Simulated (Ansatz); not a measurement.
System: wurtzite MgTe. Method: revPBE (Ansatz, a first-principles code, PAW).

Run with plane-wave cutoff 520 eV, 12×12×6 k mesh (along the axes of the cell as run), Fermi–Dirac smearing 0.01 eV, scalar-relativistic PAW data made under PBE.

Equation-of-state points:

```tsv
V (Å³/atom)	E − E_lowest (meV/atom)	P (GPa)
33.988	5.99	1.409
34.696	1.44	0.666
35.404	0.00	-0.004
36.112	1.38	-0.609
36.820	5.29	-1.154
```

Fit the third-order Birch–Murnaghan equation and give B0 and B′.

V0 = 35.400 Å³/atom, B0 = 31.8 GPa, B′ = 4.2 (fit to the energies at full precision).

Shape and atoms are relaxed at each volume.

Note: the bulk modulus comes from volumes at which shape and atoms were relaxed.

Spin–orbit coupling is not included.

Computed values are for the static lattice.
